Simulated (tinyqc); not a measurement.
Extended Hueckel theory, for CH2, step by step. One step of it, computed by the program tinyqc.

Problem. Wolfsberg-Helmholz matrix. H_ij = K' S_ij (H_ii + H_jj)/2 for i != j (the diagonal keeps H_ii), with K' = 1.75.

overlap S, lower triangle:
```
           1C 2s    1C 2px     1C 2py    1C 2pz     2H 1s     3H 1s
1C 2s   1.000000
1C 2px  0.000000  1.000000
1C 2py  0.000000  0.000000   1.000000
1C 2pz  0.000000  0.000000   0.000000  1.000000
2H 1s   0.529299  0.000000   0.460006  0.226003  1.000000
3H 1s   0.529299  0.000000  -0.460006  0.226003  0.134236  1.000000
```

diagonal H_ii (eV): 1C 2s -21.400000, 1C 2px -11.400000, 1C 2py -11.400000, 1C 2pz -11.400000, 2H 1s -13.600000, 3H 1s -13.600000

K = 1.750000

Give: H.

Solution.

H (eV), lower triangle:
```
           1C 2s    1C 2px    1C 2py    1C 2pz     2H 1s     3H 1s
1C 2s   -21.4000
1C 2px    0.0000  -11.4000
1C 2py    0.0000    0.0000  -11.4000
1C 2pz    0.0000    0.0000    0.0000  -11.4000
2H 1s   -16.2098    0.0000  -10.0626   -4.9438  -13.6000
3H 1s   -16.2098    0.0000   10.0626   -4.9438   -3.1948  -13.6000
```
